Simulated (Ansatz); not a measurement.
# AlP₂H (singlet): wave-function methods side by side, cc-pVDZ

One table from this session's results is given with a row withheld; the runs are named, their logs left out.

Computed with Ansatz 0.2.0, Gaussian basis. Level: cc-pVDZ, core rule «outside noble gas», up to 15 orbitals frozen.

The runs, in order: UHF; CCSD(T) on RHF; CCSD(T) on UHF; BCCD(T) on RHF; CISD; CCSDT(Q) on RHF; CCSDT(Q) on UHF; CASSCF and NEVPT2, 10 electrons in 11 orbitals.

18 further runs of the same task are left out: 8 that didn't finish, 10 set aside as unsound or not needed.

### What is computed

The geometry is a PBE0/def2-TZVP stationary point (not a proven minimum).

4 atoms, charge 0, spin multiplicity 1.

Atoms are counted from 1 here; the program's logs count them from 0.

Bond lengths: Al1–P2 2.242 Å, Al1–P3 2.242 Å, Al1–H4 1.569 Å, P2–P3 2.095 Å. Angles: P2–Al1–P3 55.7°, P2–Al1–H4 152.1°, P3–Al1–H4 152.1°, Al1–P2–P3 62.1°, Al1–P3–P2 62.1°.

Set-up of the first run:

Contents of in.yaml:

```yaml
crystal:
  periodic: [false, false, false]
  atoms:
    - {symbol: Al, position_ang: [0.000000, 0.000000, 1.347429]}
    - {symbol: P, position_ang: [0.000000, 1.047438, -0.634337]}
    - {symbol: P, position_ang: [0.000000, -1.047438, -0.634337]}
    - {symbol: H, position_ang: [0.000000, 0.000000, 2.916759]}
basis:
  gaussian: {orbitals: cc-pVDZ}
magnetization: {spin_polarized: true, initial_magnetization: 0}
hamiltonian: {xc: hf}
output: {orbitals: {seedname: orbitals}}
```

Run with:

```bash
$ ansatz run in.yaml --threads 1 --pin off --events-out ev --progress --plain --max-ram 2393MiB
```

Steps of the session up to this table: UHF; CCSD(T) on RHF; CCSD(T) on UHF; BCCD(T) on RHF; CISD; CCSDT(Q) on RHF; CCSDT(Q) on UHF; CASSCF and NEVPT2, 10 electrons in 11 orbitals.

One of the session's tables, all rows but one given; the rest of the session is left out.

It belongs to the step «Misses and costs». 

```
        method  from RCCSDT(Q) (meV)
           RHF               +8993.0
           UHF               +8955.9
          RMP2                     ?
          CISD               +1558.6
         RCCSD                +510.2
      RCCSD(T)                 +71.0
       BCCD(T)                 +68.2
        RCCSDT                 +47.2
     RCCSDT(Q)                     0
CASSCF valence               +6307.6
NEVPT2 valence               +1192.6
```

Estimate the missing values for RMP2.

As computed: from RCCSDT(Q) (meV): +1331.9. In the column «from RCCSDT(Q) (meV)» it lies between NEVPT2 valence (+1192.6) and CISD (+1558.6).

Not comparable, so not listed: CCSD(T) on UHF; CCSDT(Q) on UHF (they don't share determinant, frozen orbitals or solution with the rows shown, or repeat one).

Caveats from the session: Warnings: restricted reference is unstable; spin contamination.
